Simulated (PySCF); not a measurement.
A structure optimised at PBE-D3(BJ)/def2-TZVP, used in a PySCF frequency run:

```xyz
6

C     -0.0200    -0.6663     0.0000
O      0.1230     0.7525     0.0000
H     -0.5460    -1.0383     0.8979
H      0.9946    -1.0855     0.0000
H     -0.5460    -1.0383    -0.8979
H     -0.7673     1.1399     0.0000
```

### Question
Write its SMILES, formula and point group.

### Answer
CO, CH4O, Cs

### Question
What are its rotational constants (standard atomic weights)?

### Answer
126.15, 24.536, 23.668 GHz
